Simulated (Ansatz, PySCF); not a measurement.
Dissociation curve of Na₂, singlet.

UHF/cc-pVTZ (Ansatz, a first-principles code); RHF/cc-pVTZ (Ansatz); UKS-PBE0 = unrestricted PBE0/cc-pVTZ (Ansatz); RKS-PBE0 = restricted PBE0/cc-pVTZ (Ansatz); UKS-PBE = unrestricted PBE/cc-pVTZ run with Ansatz; RKS-PBE = restricted PBE/cc-pVTZ in Ansatz; UKS-B3LYP/6-31G* = unrestricted B3LYP/6-31G*, spherical d (PySCF 2.14.0); RKS-B3LYP/6-31G* = restricted B3LYP/6-31G*, spherical d (PySCF); UKS-B3LYP/LANL2DZ = unrestricted B3LYP/LANL2DZ, with its core potentials past Ne run with PySCF; RKS-B3LYP/LANL2DZ = restricted B3LYP/LANL2DZ, with its core potentials past Ne in PySCF; UKS-B3LYP/3-21G = PySCF 2.14.0 with unrestricted B3LYP/3-21G; RKS-B3LYP/3-21G = restricted B3LYP/3-21G run with PySCF; UKS-B3LYP/6-311+G** = PySCF 2.14.0 with unrestricted B3LYP/6-311+G**, spherical d; RKS-B3LYP/6-311+G** = restricted B3LYP/6-311+G**, spherical d in PySCF 2.14.0.

Scanned distances (Å): 2.50, 2.65, 2.78, 2.93, 3.01, 3.10, 3.16, 3.29, 3.45, 3.52, 3.81, 4.14, 4.61, 5.09, 5.70, 6.26, 6.77, 7.46, 8.31, 9.24.

Question: Where does the unrestricted solution first break spin symmetry (<S²> of 0.01 or more)?

Answer: UHF: already at 2.50 Å; UKS-PBE0: between 3.52 and 3.81 Å; UKS-PBE: between 3.81 and 4.14 Å; UKS-B3LYP/6-31G*: between 3.81 and 4.14 Å; UKS-B3LYP/LANL2DZ: between 3.81 and 4.14 Å; UKS-B3LYP/3-21G: between 4.14 and 4.61 Å; UKS-B3LYP/6-311+G**: between 3.81 and 4.14 Å.

```json
[
 {"R / Å": "2.50", "<S²> UHF": "0.16", "E(RHF) − E(UHF) / eV": "0.007", "<S²> UKS-PBE0": "0.00", "E(RKS-PBE0) − E(UKS-PBE0) / eV": "0.000", "<S²> UKS-PBE": "0.00", "E(RKS-PBE) − E(UKS-PBE) / eV": "0.000", "<S²> UKS-B3LYP/6-31G*": "0.00", "E(RKS-B3LYP/6-31G*) − E(UKS-B3LYP/6-31G*) / eV": "0.000", "<S²> UKS-B3LYP/LANL2DZ": "0.00", "E(RKS-B3LYP/LANL2DZ) − E(UKS-B3LYP/LANL2DZ) / eV": "0.000", "<S²> UKS-B3LYP/3-21G": "0.00", "E(RKS-B3LYP/3-21G) − E(UKS-B3LYP/3-21G) / eV": "0.000", "<S²> UKS-B3LYP/6-311+G**": "0.00", "E(RKS-B3LYP/6-311+G**) − E(UKS-B3LYP/6-311+G**) / eV": "0.000"},
 {"R / Å": "2.65", "<S²> UHF": "0.22", "E(RHF) − E(UHF) / eV": "0.014", "<S²> UKS-PBE0": "0.00", "E(RKS-PBE0) − E(UKS-PBE0) / eV": "0.000", "<S²> UKS-PBE": "0.00", "E(RKS-PBE) − E(UKS-PBE) / eV": "0.000", "<S²> UKS-B3LYP/6-31G*": "0.00", "E(RKS-B3LYP/6-31G*) − E(UKS-B3LYP/6-31G*) / eV": "0.000", "<S²> UKS-B3LYP/LANL2DZ": "0.00", "E(RKS-B3LYP/LANL2DZ) − E(UKS-B3LYP/LANL2DZ) / eV": "0.000", "<S²> UKS-B3LYP/3-21G": "0.00", "E(RKS-B3LYP/3-21G) − E(UKS-B3LYP/3-21G) / eV": "0.000", "<S²> UKS-B3LYP/6-311+G**": "0.00", "E(RKS-B3LYP/6-311+G**) − E(UKS-B3LYP/6-311+G**) / eV": "0.000"},
 {"R / Å": "2.78", "<S²> UHF": "0.27", "E(RHF) − E(UHF) / eV": "0.022", "<S²> UKS-PBE0": "0.00", "E(RKS-PBE0) − E(UKS-PBE0) / eV": "0.000", "<S²> UKS-PBE": "0.00", "E(RKS-PBE) − E(UKS-PBE) / eV": "0.000", "<S²> UKS-B3LYP/6-31G*": "0.00", "E(RKS-B3LYP/6-31G*) − E(UKS-B3LYP/6-31G*) / eV": "0.000", "<S²> UKS-B3LYP/LANL2DZ": "0.00", "E(RKS-B3LYP/LANL2DZ) − E(UKS-B3LYP/LANL2DZ) / eV": "0.000", "<S²> UKS-B3LYP/3-21G": "0.00", "E(RKS-B3LYP/3-21G) − E(UKS-B3LYP/3-21G) / eV": "0.000", "<S²> UKS-B3LYP/6-311+G**": "0.00", "E(RKS-B3LYP/6-311+G**) − E(UKS-B3LYP/6-311+G**) / eV": "0.000"},
 {"R / Å": "2.93", "<S²> UHF": "0.34", "E(RHF) − E(UHF) / eV": "0.037", "<S²> UKS-PBE0": "0.00", "E(RKS-PBE0) − E(UKS-PBE0) / eV": "0.000", "<S²> UKS-PBE": "0.00", "E(RKS-PBE) − E(UKS-PBE) / eV": "0.000", "<S²> UKS-B3LYP/6-31G*": "0.00", "E(RKS-B3LYP/6-31G*) − E(UKS-B3LYP/6-31G*) / eV": "0.000", "<S²> UKS-B3LYP/LANL2DZ": "0.00", "E(RKS-B3LYP/LANL2DZ) − E(UKS-B3LYP/LANL2DZ) / eV": "0.000", "<S²> UKS-B3LYP/3-21G": "0.00", "E(RKS-B3LYP/3-21G) − E(UKS-B3LYP/3-21G) / eV": "0.000", "<S²> UKS-B3LYP/6-311+G**": "0.00", "E(RKS-B3LYP/6-311+G**) − E(UKS-B3LYP/6-311+G**) / eV": "0.000"},
 {"R / Å": "3.01", "<S²> UHF": "0.38", "E(RHF) − E(UHF) / eV": "0.047", "<S²> UKS-PBE0": "0.00", "E(RKS-PBE0) − E(UKS-PBE0) / eV": "0.000", "<S²> UKS-PBE": "0.00", "E(RKS-PBE) − E(UKS-PBE) / eV": "0.000", "<S²> UKS-B3LYP/6-31G*": "0.00", "E(RKS-B3LYP/6-31G*) − E(UKS-B3LYP/6-31G*) / eV": "0.000", "<S²> UKS-B3LYP/LANL2DZ": "0.00", "E(RKS-B3LYP/LANL2DZ) − E(UKS-B3LYP/LANL2DZ) / eV": "0.000", "<S²> UKS-B3LYP/3-21G": "0.00", "E(RKS-B3LYP/3-21G) − E(UKS-B3LYP/3-21G) / eV": "0.000", "<S²> UKS-B3LYP/6-311+G**": "0.00", "E(RKS-B3LYP/6-311+G**) − E(UKS-B3LYP/6-311+G**) / eV": "0.000"},
 {"R / Å": "3.10", "<S²> UHF": "0.42", "E(RHF) − E(UHF) / eV": "0.061", "<S²> UKS-PBE0": "0.00", "E(RKS-PBE0) − E(UKS-PBE0) / eV": "0.000", "<S²> UKS-PBE": "0.00", "E(RKS-PBE) − E(UKS-PBE) / eV": "0.000", "<S²> UKS-B3LYP/6-31G*": "0.00", "E(RKS-B3LYP/6-31G*) − E(UKS-B3LYP/6-31G*) / eV": "0.000", "<S²> UKS-B3LYP/LANL2DZ": "0.00", "E(RKS-B3LYP/LANL2DZ) − E(UKS-B3LYP/LANL2DZ) / eV": "0.000", "<S²> UKS-B3LYP/3-21G": "0.00", "E(RKS-B3LYP/3-21G) − E(UKS-B3LYP/3-21G) / eV": "0.000", "<S²> UKS-B3LYP/6-311+G**": "0.00", "E(RKS-B3LYP/6-311+G**) − E(UKS-B3LYP/6-311+G**) / eV": "0.000"},
 {"R / Å": "3.16", "<S²> UHF": "0.45", "E(RHF) − E(UHF) / eV": "0.071", "<S²> UKS-PBE0": "0.00", "E(RKS-PBE0) − E(UKS-PBE0) / eV": "0.000", "<S²> UKS-PBE": "0.00", "E(RKS-PBE) − E(UKS-PBE) / eV": "0.000", "<S²> UKS-B3LYP/6-31G*": "0.00", "E(RKS-B3LYP/6-31G*) − E(UKS-B3LYP/6-31G*) / eV": "0.000", "<S²> UKS-B3LYP/LANL2DZ": "0.00", "E(RKS-B3LYP/LANL2DZ) − E(UKS-B3LYP/LANL2DZ) / eV": "0.000", "<S²> UKS-B3LYP/3-21G": "0.00", "E(RKS-B3LYP/3-21G) − E(UKS-B3LYP/3-21G) / eV": "0.000", "<S²> UKS-B3LYP/6-311+G**": "0.00", "E(RKS-B3LYP/6-311+G**) − E(UKS-B3LYP/6-311+G**) / eV": "0.000"},
 {"R / Å": "3.29", "<S²> UHF": "0.51", "E(RHF) − E(UHF) / eV": "0.097", "<S²> UKS-PBE0": "0.00", "E(RKS-PBE0) − E(UKS-PBE0) / eV": "0.000", "<S²> UKS-PBE": "0.00", "E(RKS-PBE) − E(UKS-PBE) / eV": "0.000", "<S²> UKS-B3LYP/6-31G*": "0.00", "E(RKS-B3LYP/6-31G*) − E(UKS-B3LYP/6-31G*) / eV": "0.000", "<S²> UKS-B3LYP/LANL2DZ": "0.00", "E(RKS-B3LYP/LANL2DZ) − E(UKS-B3LYP/LANL2DZ) / eV": "0.000", "<S²> UKS-B3LYP/3-21G": "0.00", "E(RKS-B3LYP/3-21G) − E(UKS-B3LYP/3-21G) / eV": "0.000", "<S²> UKS-B3LYP/6-311+G**": "0.00", "E(RKS-B3LYP/6-311+G**) − E(UKS-B3LYP/6-311+G**) / eV": "0.000"},
 {"R / Å": "3.45", "<S²> UHF": "0.57", "E(RHF) − E(UHF) / eV": "0.135", "<S²> UKS-PBE0": "0.00", "E(RKS-PBE0) − E(UKS-PBE0) / eV": "0.000", "<S²> UKS-PBE": "0.00", "E(RKS-PBE) − E(UKS-PBE) / eV": "0.000", "<S²> UKS-B3LYP/6-31G*": "0.00", "E(RKS-B3LYP/6-31G*) − E(UKS-B3LYP/6-31G*) / eV": "0.000", "<S²> UKS-B3LYP/LANL2DZ": "0.00", "E(RKS-B3LYP/LANL2DZ) − E(UKS-B3LYP/LANL2DZ) / eV": "0.000", "<S²> UKS-B3LYP/3-21G": "0.00", "E(RKS-B3LYP/3-21G) − E(UKS-B3LYP/3-21G) / eV": "0.000", "<S²> UKS-B3LYP/6-311+G**": "0.00", "E(RKS-B3LYP/6-311+G**) − E(UKS-B3LYP/6-311+G**) / eV": "0.000"},
 {"R / Å": "3.52", "<S²> UHF": "0.60", "E(RHF) − E(UHF) / eV": "0.154", "<S²> UKS-PBE0": "0.00", "E(RKS-PBE0) − E(UKS-PBE0) / eV": "0.000", "<S²> UKS-PBE": "0.00", "E(RKS-PBE) − E(UKS-PBE) / eV": "0.000", "<S²> UKS-B3LYP/6-31G*": "0.00", "E(RKS-B3LYP/6-31G*) − E(UKS-B3LYP/6-31G*) / eV": "0.000", "<S²> UKS-B3LYP/LANL2DZ": "0.00", "E(RKS-B3LYP/LANL2DZ) − E(UKS-B3LYP/LANL2DZ) / eV": "0.000", "<S²> UKS-B3LYP/3-21G": "0.00", "E(RKS-B3LYP/3-21G) − E(UKS-B3LYP/3-21G) / eV": "0.000", "<S²> UKS-B3LYP/6-311+G**": "0.00", "E(RKS-B3LYP/6-311+G**) − E(UKS-B3LYP/6-311+G**) / eV": "0.000"},
 {"R / Å": "3.81", "<S²> UHF": "0.71", "E(RHF) − E(UHF) / eV": "0.245", "<S²> UKS-PBE0": "0.13", "E(RKS-PBE0) − E(UKS-PBE0) / eV": "0.003", "<S²> UKS-PBE": "0.00", "E(RKS-PBE) − E(UKS-PBE) / eV": "0.000", "<S²> UKS-B3LYP/6-31G*": "0.00", "E(RKS-B3LYP/6-31G*) − E(UKS-B3LYP/6-31G*) / eV": "0.000", "<S²> UKS-B3LYP/LANL2DZ": "0.00", "E(RKS-B3LYP/LANL2DZ) − E(UKS-B3LYP/LANL2DZ) / eV": "0.000", "<S²> UKS-B3LYP/3-21G": "0.00", "E(RKS-B3LYP/3-21G) − E(UKS-B3LYP/3-21G) / eV": "0.000", "<S²> UKS-B3LYP/6-311+G**": "0.00", "E(RKS-B3LYP/6-311+G**) − E(UKS-B3LYP/6-311+G**) / eV": "0.000"},
 {"R / Å": "4.14", "<S²> UHF": "0.80", "E(RHF) − E(UHF) / eV": "0.368", "<S²> UKS-PBE0": "0.36", "E(RKS-PBE0) − E(UKS-PBE0) / eV": "0.028", "<S²> UKS-PBE": "0.06", "E(RKS-PBE) − E(UKS-PBE) / eV": "0.001", "<S²> UKS-B3LYP/6-31G*": "0.01", "E(RKS-B3LYP/6-31G*) − E(UKS-B3LYP/6-31G*) / eV": "0.000", "<S²> UKS-B3LYP/LANL2DZ": "0.31", "E(RKS-B3LYP/LANL2DZ) − E(UKS-B3LYP/LANL2DZ) / eV": "0.014", "<S²> UKS-B3LYP/3-21G": "0.00", "E(RKS-B3LYP/3-21G) − E(UKS-B3LYP/3-21G) / eV": "0.000", "<S²> UKS-B3LYP/6-311+G**": "0.03", "E(RKS-B3LYP/6-311+G**) − E(UKS-B3LYP/6-311+G**) / eV": "0.000"},
 {"R / Å": "4.61", "<S²> UHF": "0.89", "E(RHF) − E(UHF) / eV": "0.565", "<S²> UKS-PBE0": "0.62", "E(RKS-PBE0) − E(UKS-PBE0) / eV": "0.097", "<S²> UKS-PBE": "0.37", "E(RKS-PBE) − E(UKS-PBE) / eV": "0.021", "<S²> UKS-B3LYP/6-31G*": "0.48", "E(RKS-B3LYP/6-31G*) − E(UKS-B3LYP/6-31G*) / eV": "0.032", "<S²> UKS-B3LYP/LANL2DZ": "0.62", "E(RKS-B3LYP/LANL2DZ) − E(UKS-B3LYP/LANL2DZ) / eV": "0.074", "<S²> UKS-B3LYP/3-21G": "0.38", "E(RKS-B3LYP/3-21G) − E(UKS-B3LYP/3-21G) / eV": "0.017", "<S²> UKS-B3LYP/6-311+G**": "0.48", "E(RKS-B3LYP/6-311+G**) − E(UKS-B3LYP/6-311+G**) / eV": "0.034"},
 {"R / Å": "5.09", "<S²> UHF": "0.94", "E(RHF) − E(UHF) / eV": "0.774", "<S²> UKS-PBE0": "0.80", "E(RKS-PBE0) − E(UKS-PBE0) / eV": "0.194", "<S²> UKS-PBE": "0.63", "E(RKS-PBE) − E(UKS-PBE) / eV": "0.068", "<S²> UKS-B3LYP/6-31G*": "0.74", "E(RKS-B3LYP/6-31G*) − E(UKS-B3LYP/6-31G*) / eV": "0.106", "<S²> UKS-B3LYP/LANL2DZ": "0.80", "E(RKS-B3LYP/LANL2DZ) − E(UKS-B3LYP/LANL2DZ) / eV": "0.162", "<S²> UKS-B3LYP/3-21G": "0.70", "E(RKS-B3LYP/3-21G) − E(UKS-B3LYP/3-21G) / eV": "0.081", "<S²> UKS-B3LYP/6-311+G**": "0.74", "E(RKS-B3LYP/6-311+G**) − E(UKS-B3LYP/6-311+G**) / eV": "0.109"},
 {"R / Å": "5.70", "<S²> UHF": "0.97", "E(RHF) − E(UHF) / eV": "1.024", "<S²> UKS-PBE0": "0.92", "E(RKS-PBE0) − E(UKS-PBE0) / eV": "0.329", "<S²> UKS-PBE": "0.85", "E(RKS-PBE) − E(UKS-PBE) / eV": "0.146", "<S²> UKS-B3LYP/6-31G*": "0.90", "E(RKS-B3LYP/6-31G*) − E(UKS-B3LYP/6-31G*) / eV": "0.219", "<S²> UKS-B3LYP/LANL2DZ": "0.92", "E(RKS-B3LYP/LANL2DZ) − E(UKS-B3LYP/LANL2DZ) / eV": "0.285", "<S²> UKS-B3LYP/3-21G": "0.88", "E(RKS-B3LYP/3-21G) − E(UKS-B3LYP/3-21G) / eV": "0.187", "<S²> UKS-B3LYP/6-311+G**": "0.90", "E(RKS-B3LYP/6-311+G**) − E(UKS-B3LYP/6-311+G**) / eV": "0.221"},
 {"R / Å": "6.26", "<S²> UHF": "0.99", "E(RHF) − E(UHF) / eV": "1.229", "<S²> UKS-PBE0": "0.97", "E(RKS-PBE0) − E(UKS-PBE0) / eV": "0.447", "<S²> UKS-PBE": "0.95", "E(RKS-PBE) − E(UKS-PBE) / eV": "0.222", "<S²> UKS-B3LYP/6-31G*": "0.96", "E(RKS-B3LYP/6-31G*) − E(UKS-B3LYP/6-31G*) / eV": "0.314", "<S²> UKS-B3LYP/LANL2DZ": "0.97", "E(RKS-B3LYP/LANL2DZ) − E(UKS-B3LYP/LANL2DZ) / eV": "0.388", "<S²> UKS-B3LYP/3-21G": "0.95", "E(RKS-B3LYP/3-21G) − E(UKS-B3LYP/3-21G) / eV": "0.281", "<S²> UKS-B3LYP/6-311+G**": "0.96", "E(RKS-B3LYP/6-311+G**) − E(UKS-B3LYP/6-311+G**) / eV": "0.317"},
 {"R / Å": "6.77", "<S²> UHF": "0.99", "E(RHF) − E(UHF) / eV": "1.390", "<S²> UKS-PBE0": "0.99", "E(RKS-PBE0) − E(UKS-PBE0) / eV": "0.541", "<S²> UKS-PBE": "0.98", "E(RKS-PBE) − E(UKS-PBE) / eV": "0.283", "<S²> UKS-B3LYP/6-31G*": "0.98", "E(RKS-B3LYP/6-31G*) − E(UKS-B3LYP/6-31G*) / eV": "0.387", "<S²> UKS-B3LYP/LANL2DZ": "0.99", "E(RKS-B3LYP/LANL2DZ) − E(UKS-B3LYP/LANL2DZ) / eV": "0.466", "<S²> UKS-B3LYP/3-21G": "0.98", "E(RKS-B3LYP/3-21G) − E(UKS-B3LYP/3-21G) / eV": "0.354", "<S²> UKS-B3LYP/6-311+G**": "0.98", "E(RKS-B3LYP/6-311+G**) − E(UKS-B3LYP/6-311+G**) / eV": "0.391"},
 {"R / Å": "7.46", "<S²> UHF": "1.00", "E(RHF) − E(UHF) / eV": "1.573", "<S²> UKS-PBE0": "1.00", "E(RKS-PBE0) − E(UKS-PBE0) / eV": "0.642", "<S²> UKS-PBE": "1.00", "E(RKS-PBE) − E(UKS-PBE) / eV": "0.346", "<S²> UKS-B3LYP/6-31G*": "0.99", "E(RKS-B3LYP/6-31G*) − E(UKS-B3LYP/6-31G*) / eV": "0.463", "<S²> UKS-B3LYP/LANL2DZ": "1.00", "E(RKS-B3LYP/LANL2DZ) − E(UKS-B3LYP/LANL2DZ) / eV": "0.547", "<S²> UKS-B3LYP/3-21G": "0.99", "E(RKS-B3LYP/3-21G) − E(UKS-B3LYP/3-21G) / eV": "0.430", "<S²> UKS-B3LYP/6-311+G**": "0.99", "E(RKS-B3LYP/6-311+G**) − E(UKS-B3LYP/6-311+G**) / eV": "0.466"},
 {"R / Å": "8.31", "<S²> UHF": "1.00", "E(RHF) − E(UHF) / eV": "1.751", "<S²> UKS-PBE0": "1.00", "E(RKS-PBE0) − E(UKS-PBE0) / eV": "0.726", "<S²> UKS-PBE": "1.00", "E(RKS-PBE) − E(UKS-PBE) / eV": "0.393", "<S²> UKS-B3LYP/6-31G*": "1.00", "E(RKS-B3LYP/6-31G*) − E(UKS-B3LYP/6-31G*) / eV": "0.525", "<S²> UKS-B3LYP/LANL2DZ": "1.00", "E(RKS-B3LYP/LANL2DZ) − E(UKS-B3LYP/LANL2DZ) / eV": "0.616", "<S²> UKS-B3LYP/3-21G": "1.00", "E(RKS-B3LYP/3-21G) − E(UKS-B3LYP/3-21G) / eV": "0.493", "<S²> UKS-B3LYP/6-311+G**": "1.00", "E(RKS-B3LYP/6-311+G**) − E(UKS-B3LYP/6-311+G**) / eV": "0.528"},
 {"R / Å": "9.24", "<S²> UHF": "1.00", "E(RHF) − E(UHF) / eV": "1.897", "<S²> UKS-PBE0": "1.00", "E(RKS-PBE0) − E(UKS-PBE0) / eV": "0.782", "<S²> UKS-PBE": "1.00", "E(RKS-PBE) − E(UKS-PBE) / eV": "0.420", "<S²> UKS-B3LYP/6-31G*": "1.00", "E(RKS-B3LYP/6-31G*) − E(UKS-B3LYP/6-31G*) / eV": "0.568", "<S²> UKS-B3LYP/LANL2DZ": "0.00", "E(RKS-B3LYP/LANL2DZ) − E(UKS-B3LYP/LANL2DZ) / eV": "—", "<S²> UKS-B3LYP/3-21G": "1.00", "E(RKS-B3LYP/3-21G) − E(UKS-B3LYP/3-21G) / eV": "0.537", "<S²> UKS-B3LYP/6-311+G**": "1.00", "E(RKS-B3LYP/6-311+G**) − E(UKS-B3LYP/6-311+G**) / eV": "0.571"}
]
```

A dash means that the run gave no value there, or that the column was ended at a point which the program doubted or which failed a test of continuity chosen for this set; such a test can also cut sound points.
